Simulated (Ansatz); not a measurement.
# N2H2+ (doublet): from Hartree-Fock to the top rungs, def2-TZVPP

An exercise on one series of results from a longer session: the logs are not shown, and one member is left open.

The runs use Ansatz 0.2.0, Gaussian basis; def2-TZVPP, core rule «outside noble gas», up to 2 orbitals frozen.

Plan: UHF; ROHF; CCSD(T) on UHF.

2 further runs of the same task are left out: 2 set aside as unsound or not needed.

### The geometry

The geometry is a PBE0/def2-TZVP stationary point (not a proven minimum) of the parent state, kept for this charge and spin.

4 atoms, charge 1, spin multiplicity 2.

Atoms are counted from 1 here; the program's logs count them from 0.

Bond lengths: N1–N2 1.204 Å, N1–H3 1.044 Å, N1–H4 1.044 Å. Angles: N2–N1–H3 124.0°, N2–N1–H4 124.0°, H3–N1–H4 112.0°.

As a file:

```csv
atom,x (Å),y (Å),z (Å)
N1,0.0000,0.0000,0.5222
N2,0.0000,0.0000,-0.6814
H3,0.0000,0.8651,1.1058
H4,0.0000,-0.8651,1.1058
```

Set-up of the first run:

in.yaml

```yaml
crystal:
  periodic: [false, false, false]
  atoms:
    - {symbol: N, position_ang: [0.000000, 0.000000, 0.522211]}
    - {symbol: N, position_ang: [0.000000, 0.000000, -0.681356]}
    - {symbol: H, position_ang: [0.000000, 0.865113, 1.105769]}
    - {symbol: H, position_ang: [0.000000, -0.865113, 1.105769]}
basis:
  gaussian: {orbitals: def2-TZVPP}
total_charge: 1
magnetization: {spin_polarized: true, initial_magnetization: 1}
hamiltonian: {xc: hf}
output: {orbitals: {seedname: orbitals}}
```

Launch:

```
ansatz run in.yaml --threads 1 --pin off --events-out ev --progress --plain --max-ram 4096MiB --backend cpu
```

Among the steps run: UHF; ROHF; CCSD(T) on UHF.

One table of the session follows, with a row left open; its other results are not shown here.

```
  method  from UCCSD(T) (meV)
    ROHF             +10702.8
     UHF             +10400.8
    UMP2              +1329.4
   UCCSD                    ?
UCCSD(T)                    0
```

**Question.** Estimate the row for UCCSD.

**Answer.** from UCCSD(T) (meV): +421.8. In the column «from UCCSD(T) (meV)» it lies between UCCSD(T) (0) and UMP2 (+1329.4).
